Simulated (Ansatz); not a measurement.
# CH5BO: the cost of one run

All numbers below are computed with Ansatz 0.2.0 (UKS PBE0-D4/6-31G).

## (1) The starting structure

Bond lengths: B1–O3 1.270 Å, B1–H4 1.272 Å, B1–C5 1.572 Å, C5–H6 1.086 Å, C5–H7 1.087 Å, C5–H8 1.087 Å. Angles: O3–B1–H4 60.8°, O3–B1–C5 142.7°, H4–B1–C5 156.4°, B1–C5–H6 111.2°, B1–C5–H7 111.6°, B1–C5–H8 110.9°, H6–C5–H7 108.1°, H6–C5–H8 107.8°, H7–C5–H8 107.2°.

As a file:

```xyz
8

B     0.1733   -0.3657   -0.4349
H     0.1187    0.5258   -1.6631
O     0.5381   -1.4667   -0.9510
H     0.3657   -0.4278   -1.6910
C    -0.2214    0.3065    0.9305
H    -0.0737   -0.3773    1.7616
H     0.3663    1.2005    1.1206
H    -1.2669    0.6048    0.9272
```

## (2) Run 1

150 steps of 0.5 fs at constant energy, with velocities drawn for 100 K.

input.yaml

```yaml
crystal:
  periodic: [false, false, false]
  atoms:
    - { symbol: B, position_ang: [0.1733, -0.3657, -0.4349] }
    - { symbol: H, position_ang: [0.1187, 0.5258, -1.6631] }
    - { symbol: O, position_ang: [0.5381, -1.4667, -0.951] }
    - { symbol: H, position_ang: [0.3657, -0.4278, -1.691] }
    - { symbol: C, position_ang: [-0.2214, 0.3065, 0.9305] }
    - { symbol: H, position_ang: [-0.0737, -0.3773, 1.7616] }
    - { symbol: H, position_ang: [0.3663, 1.2005, 1.1206] }
    - { symbol: H, position_ang: [-1.2669, 0.6048, 0.9272] }
magnetization:
  spin_polarized: true
basis:
  gaussian: { orbitals: "6-31G" }
hamiltonian:
  xc: pbe0
  dispersion: d4
md:
  timestep: 0.5
  n_steps: 150
  ensemble: nve
  temperature: 100.0
  initial_velocities: maxwell_boltzmann
  seed: 436565
```

Run with:

```bash
ansatz run input.yaml --threads 1 --pin off --max-ram 2048MiB --backend cpu --events-out ev --progress --plain --runs-dir out
```

Q: Estimate wall time and peak memory on 1 thread of AMD EPYC 7R13 (Zen 3), shared host.

About 4.1 min, with a peak of 0.12 GiB.
